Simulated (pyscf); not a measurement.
Thermochemistry of product channels of Cl–ZrH(Cl)–Cl + HF on the singlet surface, in kcal/mol, from ωB97M-D3(BJ)/def2-TZVP energies (ideal gas, 1 atm, RRHO with modes under 100 cm⁻¹ raised to 100, one conformer, R ln 2 for chiral ones without a mode under 150 cm⁻¹). Optimised with ωB97X-D3(BJ)/def2-SVP in PySCF.

```csv
products,ΔE,ΔH(298 K),ΔG(600 K),ΔG(1200 K)
HCl + F–ZrH(Cl)–Cl,-5.8,-7.1,-8.6,-9.9
F–Zr(Cl)(Cl)–Cl + H₂,-48.9,-50.5,-47.5,…
```

Problem. Some entries are withheld; supply them.

Solution. 
- F–Zr(Cl)(Cl)–Cl + H₂, ΔG(1200 K): -45.3

These are energies of the channels, which say nothing of barriers. Elements past Kr carry the def2 core potentials, without spin-orbit coupling.
